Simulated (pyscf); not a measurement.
Addition across a multiple bond or ene-type step: HB=O + hydrogen fluoride (HF) → HO–BH–F

Gas phase, singlet surface, charge 0. Bonds broken: F4–H5. Bonds formed: B1–F4, O2–H5. PySCF, gas phase, ωB97X-D3(BJ)/def2-SVP geometries. Correlated levels are frozen-core, on RHF or UHF. ΔMP2 is the change of the MP2 total energy from the triple- to the quadruple-zeta basis.

Transition state (Å):

```xyz
5

B     -0.6851    -0.6528     0.2853
O     -0.9976     0.2374     1.1145
H      0.0263    -1.5066    -0.1458
F     -2.0711    -0.4487    -0.6877
H     -2.0296     0.2107     0.1684
```

One imaginary mode, 1076i cm⁻¹; descent along it reached the two sides named, in the forms told below.

```tsv
bond	change	reactant side (Å)	saddle	product side
F4–H5	breaks	0.932	1.081	2.406
B1–F4	forms	2.7	1.706	1.338
O2–H5	forms	1.959	1.400	0.966
```

Electronic energies relative to the separated reactants (kJ/mol):

| level | barrier | reaction energy | reverse barrier |
|---|---|---|---|
| ωB97X-D3(BJ)/def2-TZVP | 39.1 | -210.1 | 249.2 |
| PBE/def2-TZVP | 20.9 | -200.7 | 221.6 |
| r²SCAN/def2-TZVP | 24.3 | -215.3 | 239.5 |
| B3LYP-D3(BJ)/def2-TZVP | 41.5 | -202.8 | 244.3 |
| PBE0-D3(BJ)/def2-TZVP | 28.6 | -216.7 | 245.3 |
| M06-2X/def2-TZVP | 35.4 | -218.8 | 254.2 |
| ωB97M-D3(BJ)/def2-TZVP | 38.9 | -204.6 | 243.5 |
| HF/def2-TZVP | 88.7 | -219.7 | 308.4 |
| MP2/def2-QZVPP | 53.9 | -188.6 | 242.5 |
| CCSD/def2-TZVPP | 59.6 | -201.7 | 261.3 |
| CCSD(T)/def2-TZVPP | 52.9 | -196.8 | 249.7 |
| CCSD(T)/def2-TZVPP + ΔMP2(QZVPP) | 54.9 | -194.8 | 249.7 |

With CCSD(T)/def2-TZVPP + ΔMP2(QZVPP) energies and thermal terms (ideal gas, 1 atm, RRHO with modes under 100 cm⁻¹ raised to 100, one conformer, R ln 2 for chiral ones without a mode under 150 cm⁻¹), in kJ/mol:

```tsv
T (K)	ΔH‡	ΔG‡	ΔH	ΔG
298	50.0	86.8	-183.6	-146.8
600	46.8	125.5	-186.0	-108.2
900	46.1	165.1	-185.6	-69.3
1200	46.4	204.8	-184.0	-30.8
```

On the reactant side the descent ends in a complex, 24.6 kJ/mol under the separated species and 63.8 kJ/mol under the saddle at ωB97X-D3(BJ)/def2-TZVP. This is the saddle that the search found; another between the same sides may lie lower. The CCSD(T) − MP2 part came from Ansatz, without density fitting, on the same reference.
